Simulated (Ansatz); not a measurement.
The cluster AlSi₂⁺. Total charge 1; triplet. Geometry PBE0-D4/def2-TZVP; atoms count from 1.

```xyz
3

Al   -0.216    1.341   -0.749
Si    0.898   -0.222    0.948
Si   -0.682   -1.119   -0.198
```

The structure comes from a short search, and lower isomers may exist.

**Question.** Estimate the Mulliken populations from the PBE0/def2-TZVP orbitals of Ansatz.

**Answer.** 
```csv
atom,charge (e),spin (α − β)
Al1,0.58,0.57
Si2,0.21,0.72
Si3,0.21,0.72
```
Mulliken values depend strongly on the basis.

**Question.** Where does the spin sit?

**Answer.** Summed by element: Al 0.57, Si 1.43, of 2 unpaired in all. Largest on single atoms: Si3 0.72, Si2 0.72, Al1 0.57.

**Question.** And the Mayer bond orders between heavy atoms (over 0.3)?

**Answer.** Al1–Si2 0.82 (2.56 Å); Al1–Si3 0.82 (2.56 Å); Si2–Si3 1.85 (2.15 Å).
